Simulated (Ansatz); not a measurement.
System (SMILES): [CH]=O (CH-O), doublet.
Atoms: C1, O2, H3. Bonds: C1-O2, C1-H3.

Basis-set convergence of the harmonic zero-point energy at B3LYP with Ansatz (a program for electronic structure). Each level at its own minimum, finite differences of forces, unscaled; the reference is a large set that could be run, not a limit. All functions are spherical. The program fits the integrals of some runs and decomposes those of others, by size. Open shells are unrestricted. No added dispersion term, no relativity. Reference: the value in def2-QZVPPD, 8.13 kcal/mol. Deviations are taken from unrounded values.

| basis | functions |
|---|---|
| pcseg-0 | 20 |
| pcseg-1 | 33 |
| aug-pcseg-1 | 55 |
| pcseg-2 | 74 |
| aug-pcseg-2 | 115 |
| pcseg-3 | 153 |

Task: Which is the smallest pcseg set listed that can be trusted to 0.05 kcal/mol here, that is, within that of the reference together with its larger relatives (same family, alike in diffuse functions; a set with none to test it counts only in the reference's own line)?

Result: The smallest set listed that lies within 0.05 kcal/mol of the reference with all its larger relatives (same family, alike in diffuse functions; a set with none counts only in the reference's own line) is pcseg-1 (33 functions, 0.00 kcal/mol off). Value minus reference: pcseg-0 -0.09, pcseg-1 0.00, aug-pcseg-1 -0.01, pcseg-2 0.00, aug-pcseg-2 0.00, pcseg-3 0.00 kcal/mol.
